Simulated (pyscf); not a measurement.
This saddle point was located with ωB97X-D3(BJ)/def2-SVP in PySCF.

```xyz
18

Ti     0.6823    -1.2905     0.6969
O     -0.7396    -1.0919    -0.2222
C     -1.3310     1.0323    -0.6062
C     -2.3585     0.8602     0.3419
C     -0.0559     1.7290    -0.3263
O      0.3882    -0.1883     2.1527
O      2.0834    -0.6450    -0.2965
O      0.9934    -2.9934     1.2260
H     -1.5193     0.7191    -1.6384
H     -1.8270    -0.2503     0.3903
H     -3.3761     0.6911    -0.0245
H     -2.2404     1.3443     1.3162
H      0.1577     1.7358     0.7513
H      0.7890     1.2787    -0.8659
H     -0.1995     2.7674    -0.6825
H      0.8849    -0.2740     2.9723
H      2.9808    -0.9898    -0.2797
H      0.4638    -3.7775     1.0558
```

Surface: singlet, charge 0. Lowest wavenumbers (cm⁻¹): 1252i, 47, 62, 87, 116.

Q: Which two sides does it connect, and which bonds change?

A: H₃C–CH(CH₃)–O–Ti(OH)(OH)–OH (SMILES CC(C)[O][Ti]([OH])([OH])[OH]) <-> HO–Ti(OH)(OH)–OH (SMILES [OH][Ti]([OH])([OH])[OH]) + H₂C=CH–CH₃ (SMILES C=CC), an elimination read from left to right: C–O, C–H broken and H–O formed. At ωB97M-D3(BJ)/def2-TZVP it lies +61.1 kcal/mol from the left side and +41.4 kcal/mol from the right (each side as separated species at their lowest minima found). On the product side the descent ends in a complex (not fully relaxed), 6.3 kcal/mol under the separated species and 46.3 kcal/mol under the saddle at ωB97X-D3(BJ)/def2-TZVP. At ωB97X-D3(BJ) the barrier from the zero used here is 63.4 kcal/mol. One saddle was located; it need not be the lowest between these sides.
